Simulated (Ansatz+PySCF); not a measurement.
**triplet O2: levels of theory in one basis**

```xyz
2

O     0.0000    0.0000   -1.0695
O     0.0000    0.0000    1.0695
```

Basis set: STO-3G (spherical functions). Frozen core: 2 orbitals. Correlation on ROHF uses semicanonical orbitals with singles. Charge 0, multiplicity 3.

Computed with Ansatz (development build ahead of 0.2.0); each method stands on the lowest determinant of its kind that the runs found.

```json
{"method": "ROHF", "E − E(ROHF) (eV)": "0.00", "<S²> of the determinant": "2.00"}
{"method": "UHF", "E − E(ROHF) (eV)": "-2.32", "<S²> of the determinant": "2.95"}
{"method": "UHF-MP2", "E − E(ROHF) (eV)": "-2.37", "<S²> of the determinant": "2.95"}
{"method": "ROHF-CCSD(T)", "E − E(ROHF) (eV)": "-1.06", "<S²> of the determinant": "–"}
{"method": "UHF-CCSD(T)", "E − E(ROHF) (eV)": "-3.26", "<S²> of the determinant": "2.95"}
{"method": "full CI (lowest root of this spin)", "E − E(ROHF) (eV)": "-3.64", "<S²> of the determinant": "–"}
```

(1) What does ROHF-MP2 give on the same scale?

(2) Is a single determinant a sound starting point here?

## Answers

(1) -0.40 eV.

At such a shape the full CI root can have another spatial symmetry than the determinants, so the rows needn't describe one state.

(2) It is doubtful. Unrestricted orbitals lower Hartree–Fock by 2.32 eV and <S²> is 2.95 where a pure state has 2.00, a sign of strong static correlation.

Caution for ROHF, ROHF-MP2, ROHF-CCSD(T): an unrestricted determinant lies well below. Caution for UHF, UHF-MP2, UHF-CCSD(T): the unrestricted determinant is a mixture of spin states; the determinant may break the point group. Caution for ROHF-MP2, UHF-MP2, ROHF-CCSD(T): large amplitudes, a single reference is doubtful. Caution for ROHF-MP2, ROHF-CCSD(T): a plain start can end on a higher determinant. Caution for ROHF-MP2, UHF-MP2: another reference gives a lower total. Caution for UHF-CCSD(T): very large amplitudes, the method is breaking down; the program doubts this total.
